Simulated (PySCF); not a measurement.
**Which functional comes closest?**

Molecule: `CCCCCC`, C₆H₁₄.

Molfile (atoms numbered from 1):
```
C6H14
     RDKit          3D

 20 19  0  0  0  0  0  0  0  0999 V2000
   -3.1847   -0.2750    0.1771 C   0  0  0  0  0  0  0  0  0  0  0  0
   -1.8355    0.3662    0.4597 C   0  0  0  0  0  0  0  0  0  0  0  0
   -0.6776   -0.3170   -0.2550 C   0  0  0  0  0  0  0  0  0  0  0  0
    0.6776    0.3170    0.0224 C   0  0  0  0  0  0  0  0  0  0  0  0
    1.8355   -0.3662   -0.6922 C   0  0  0  0  0  0  0  0  0  0  0  0
    3.1847    0.2750   -0.4096 C   0  0  0  0  0  0  0  0  0  0  0  0
   -4.0004    0.2406    0.7063 H   0  0  0  0  0  0  0  0  0  0  0  0
   -3.1989   -1.3309    0.4922 H   0  0  0  0  0  0  0  0  0  0  0  0
   -3.4199   -0.2523   -0.8993 H   0  0  0  0  0  0  0  0  0  0  0  0
   -1.8622    1.4313    0.1681 H   0  0  0  0  0  0  0  0  0  0  0  0
   -1.6423    0.3612    1.5473 H   0  0  0  0  0  0  0  0  0  0  0  0
   -0.6486   -1.3834    0.0354 H   0  0  0  0  0  0  0  0  0  0  0  0
   -0.8676   -0.3117   -1.3442 H   0  0  0  0  0  0  0  0  0  0  0  0
    0.8676    0.3117    1.1116 H   0  0  0  0  0  0  0  0  0  0  0  0
    0.6486    1.3834   -0.2679 H   0  0  0  0  0  0  0  0  0  0  0  0
    1.8622   -1.4313   -0.4006 H   0  0  0  0  0  0  0  0  0  0  0  0
    1.6423   -0.3612   -1.7798 H   0  0  0  0  0  0  0  0  0  0  0  0
    3.1989    1.3309   -0.7248 H   0  0  0  0  0  0  0  0  0  0  0  0
    4.0004   -0.2406   -0.9389 H   0  0  0  0  0  0  0  0  0  0  0  0
    3.4199    0.2523    0.6668 H   0  0  0  0  0  0  0  0  0  0  0  0
  1  2  1  0
  2  3  1  0
  3  4  1  0
  4  5  1  0
  5  6  1  0
  1  7  1  0
  1  8  1  0
  1  9  1  0
  2 10  1  0
  2 11  1  0
  3 12  1  0
  3 13  1  0
  4 14  1  0
  4 15  1  0
  5 16  1  0
  5 17  1  0
  6 18  1  0
  6 19  1  0
  6 20  1  0
M  END
```

Geometry PBE0-D3(BJ)/def2-SVP throughout; GIAO in PySCF, gas phase, one conformer, non-relativistic; equivalent atoms averaged; basis pcSseg-1.

Reference values (measured; solution, THF-d8, 298 K; Fulmer et al., Organometallics 2010, 29, 2176): δ(H7/H8/H9/H18/H19/H20) = 0.89 ppm, δ(C1/C6) = 14.2 ppm, δ(C2/C5) = 23.3 ppm, δ(C3/C4) = 32.3 ppm. Computed shifts are taken against TMS, calculated as an isolated molecule at each level.

Task: How do the functionals HF, LDA, PBE, BLYP, BP86, OPBE, KT2, KT3, B97-D, B3LYP, PBE0, mPW1PW91, WP04, B97-2, BHandHLYP, CAM-B3LYP, wB97X-D, LC-wPBE perform against the reference? Times are CPU seconds on shared hosts with different chips, so compare them loosely.

Result: 
```
functional                    kind  H7/H8/H9/H18/H19/H20  C1/C6  C2/C5  C3/C4  abs. error H  mean abs. error C  core-s
        HF            Hartree–Fock                  1.04   16.5   24.3   32.7          0.15                1.2     6.3
       LDA                     LDA                  0.99   15.6   28.2   39.6          0.10                4.5      15
       PBE                     GGA                  1.01   17.2   29.2   39.1          0.12                5.2      20
      BLYP                     GGA                  1.04   18.0   30.8   40.8          0.15                6.6      20
      BP86                     GGA                  1.01   17.3   28.9   38.7          0.12                5.0      20
      OPBE                     GGA                  0.98   17.1   27.6   36.0          0.09                3.6      19
       KT2                     GGA                  1.01   17.1   28.8   38.3          0.12                4.8      34
       KT3                     GGA                  1.01   17.7   29.4   37.9          0.12                5.1      33
     B97-D                     GGA                  1.04   17.9   29.4   38.6          0.15                5.4      34
     B3LYP           global hybrid                  1.02   17.4   28.9   38.7          0.13                5.1      24
      PBE0           global hybrid                  1.00   16.8   27.2   36.7          0.11                3.6      19
  mPW1PW91           global hybrid                  0.99   16.9   27.1   36.4          0.10                3.5      26
      WP04           global hybrid                  0.95   18.3   28.9   36.7          0.06                4.7      14
     B97-2           global hybrid                  1.01   17.2   27.5   36.5          0.12                3.8      17
 BHandHLYP           global hybrid                  1.02   16.9   26.9   36.2          0.13                3.4      14
 CAM-B3LYP  range-separated hybrid                  1.02   16.6   27.4   37.2          0.13                3.8      19
   wB97X-D  range-separated hybrid                  1.00   16.8   26.5   35.8          0.11                3.1      18
   LC-wPBE  range-separated hybrid                  0.97   15.7   24.4   33.5          0.08                1.3      23
```

For ¹H the closest is WP04 (0.06 ppm, with LC-wPBE practically level) and the furthest B97-D (0.15 ppm).

For ¹³C the closest is HF (1.2 ppm, with LC-wPBE practically level) and the furthest BLYP (6.6 ppm). One molecule is a small sample, and vibrational and solvent effects are absent from the calculation.
